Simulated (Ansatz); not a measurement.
# C3H6O3: one species, many methods

How much do the methods differ for C3H6O3? The plan is to run it at one geometry with functionals of several rungs and with coupled cluster, and see how far each lands from CCSD(T) at the basis-set limit for the atomisation energy.

The runs use Ansatz 0.2.0, Gaussian basis; functionals in def2-TZVPP, the program's frozen cores in correlated methods.

Levels to be run: PBE-D4, r2SCAN-D4, PBE0-D4, B3LYP-D4, ωB97X-V, ωB97M-V, B2PLYP; CCSD(T)/def2-TZVPP; MP2/def2-QZVPP; extrapolation to the limit.

### Step 1. The relaxed structure

The geometry comes from an earlier relaxation with PBE0-D4 in a triple-zeta def2 set; it is a stationary point, not always the lowest conformer.

SMILES `O=COCCO`, 12 atoms, charge 0, spin multiplicity 1.

Atoms are counted from 1 here; the program's logs count them from 0.

Bond lengths: O1–C2 1.197 Å, C2–O3 1.330 Å, C2–H7 1.099 Å, O3–C4 1.431 Å, C4–C5 1.512 Å, C4–H8 1.093 Å, C4–H9 1.092 Å, C5–O6 1.406 Å, C5–H10 1.091 Å, C5–H11 1.100 Å, O6–H12 0.961 Å. Angles: O1–C2–O3 126.1°, O1–C2–H7 124.8°, O3–C2–H7 109.1°, C2–O3–C4 116.2°, O3–C4–C5 112.3°, O3–C4–H8 109.7°, O3–C4–H9 104.7°, C5–C4–H8 109.7°, C5–C4–H9 111.0°, H8–C4–H9 109.2°, C4–C5–O6 113.8°, C4–C5–H10 109.6°, C4–C5–H11 107.6°, O6–C5–H10 106.4°, O6–C5–H11 111.9°, H10–C5–H11 107.4°, C5–O6–H12 109.0°.

### Step 2. PBE-D4 (GGA)

Input file in.yaml:

```yaml
crystal:
  periodic: [false, false, false]
  atoms:
    - {symbol: O, position_ang: [1.351585, -1.853492, -0.483985]}
    - {symbol: C, position_ang: [1.480832, -1.219282, 0.522597]}
    - {symbol: O, position_ang: [0.575088, -0.405900, 1.058789]}
    - {symbol: C, position_ang: [-0.657710, -0.274185, 0.344485]}
    - {symbol: C, position_ang: [-0.564394, 0.728432, -0.782915]}
    - {symbol: O, position_ang: [-0.206307, 2.021808, -0.362930]}
    - {symbol: H, position_ang: [2.378711, -1.226607, 1.157011]}
    - {symbol: H, position_ang: [-0.959772, -1.246985, -0.050639]}
    - {symbol: H, position_ang: [-1.380588, 0.048982, 1.097082]}
    - {symbol: H, position_ang: [0.201895, 0.412197, -1.492050]}
    - {symbol: H, position_ang: [-1.527606, 0.721682, -1.314011]}
    - {symbol: H, position_ang: [-0.873834, 2.348448, 0.245965]}
basis:
  gaussian: {orbitals: def2-TZVPP}
hamiltonian: {xc: pbe, dispersion: d4}
output: {forces: true, orbitals: {seedname: orbitals}}
```

The runs that follow: r2SCAN-D4 (meta-GGA); PBE0-D4 (hybrid); B3LYP-D4 (hybrid); ωB97X-V (range-separated); ωB97M-V (range-separated); B2PLYP (double hybrid); CCSD(T) in def2-TZVPP; MP2 in def2-QZVPP.

**Question.** What will the summary of the whole plan be? Wanted: atomisation energy, CCSD(T)/CBS; farthest; mean size of error, hybrid; mean size of error, range-separated; gap, smallest and largest; T1 diagnostic; triples share of the correlation energy.

As calculated:

| quantity | value |
| --- | --- |
| atomisation energy, CCSD(T)/CBS | 4932.0 kJ/mol |
| functionals within 24.7 kJ/mol (0.5 %) | r2SCAN-D4, PBE0-D4, B3LYP-D4, ωB97X-V, ωB97M-V |
| farthest | PBE-D4 (+170.0 kJ/mol) |
| mean size of error, hybrid | 13.7 kJ/mol |
| mean size of error, range-separated | 11.9 kJ/mol |
| gap, smallest and largest | 5.39 eV (PBE-D4), 13.09 eV (ωB97X-V) |
| T1 diagnostic | 0.0140 |
| triples share of the correlation energy | 3.9 % |

In words: PBE-D4 misses by +170.0 kJ/mol. Double hybrids carry the basis error of their MP2 part in triple zeta, and no dispersion term here, so their miss is partly the set-up's. Misses under about 24.7 kJ/mol are within the doubt on the reference itself, which lacks core-valence correlation, relativity and higher excitations. Hartree-Fock recovers 69 % of the binding; the rest is correlation. The gap grows from 5.4 to 13.1 eV across the functionals, mostly with the share of exact exchange.
